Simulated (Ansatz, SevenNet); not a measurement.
Elastic constant C33 (GPa) of solids drawn from the class of tetrahedrally bonded semiconductors and semimetals, at two levels: the machine-learned potential SevenNet-l3i5 (trained on PBE and PBE+U data), and PBE (Ansatz, a quantum-chemistry and plane-wave program, plane waves, PAW).

```json
[
 {"solid": "wurtzite GaN", "SevenNet-l3i5": "343", "PBE": "357", "shift (%)": "+4.1"},
 {"solid": "2H-SiC", "SevenNet-l3i5": "460", "PBE": "532", "shift (%)": "+15.7"},
 {"solid": "wurtzite BN (high-pressure phase)", "SevenNet-l3i5": "825", "PBE": "1009", "shift (%)": "+22"},
 {"solid": "wurtzite ZnO", "SevenNet-l3i5": "197", "PBE": "201", "shift (%)": "+2.0"},
 {"solid": "wurtzite CdS", "SevenNet-l3i5": "84.0", "PBE": "85.9", "shift (%)": "+2.3"},
 {"solid": "wurtzite AlN", "SevenNet-l3i5": "347", "PBE": "353", "shift (%)": "+1.7"}
]
```

The shifts run from +1.7 % to +22 %, with a median of +3.2 %.

Over all 6 rows PBE is the larger in 6.

Ansatz's runs of these crystals have no spin polarisation.

Each level is taken at its own relaxed cell. Ansatz's density-functional and Hartree–Fock values are scalar-relativistic unless marked +SOC, with PAW data made under PBE.
